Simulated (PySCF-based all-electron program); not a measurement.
Bond force of CS, singlet

Calculated with an in-house all-electron program built on PySCF, in large uncontracted Gaussian sets near the basis limit; the spin-free Dirac equation, no spin–orbit coupling, spin-restricted. Forces are good to about 0.006 eV/Å. In part, the full relativistic part was added along one bond alone. A positive force pushes the atoms apart.

| r (Å) | LDA (eV/Å) | PBEsol (eV/Å) | PBE (eV/Å) |
| --- | --- | --- | --- |
| 1.3815 | 12.259 | 12.963 | ? |
| 1.3905 | – | – | 12.142 |
| 1.535 | -0.188 | 0.301 | 0.492 |
| 1.545 | – | – | -0.030 |

(1) Fill in the missing PBE forces.

(2) Fit a Morse curve to the forces within 0.84 to 1.25 of the listed length with the smallest force. Where does the force vanish, what is the force constant, and what harmonic wavenumber follows with standard atomic masses?

(3) At 1.535 Å, order the functionals from the one that pulls the atoms together most to the one that pushes them apart most.

Results:

(1) 1.3815 Å: 13.194 eV/Å.

(2) PBE: 1.544 Å, 51 eV/Å², about 1260 cm⁻¹. The points are far apart, so these are estimates.

(3) LDA (-0.188), PBEsol (0.301), PBE (0.492).
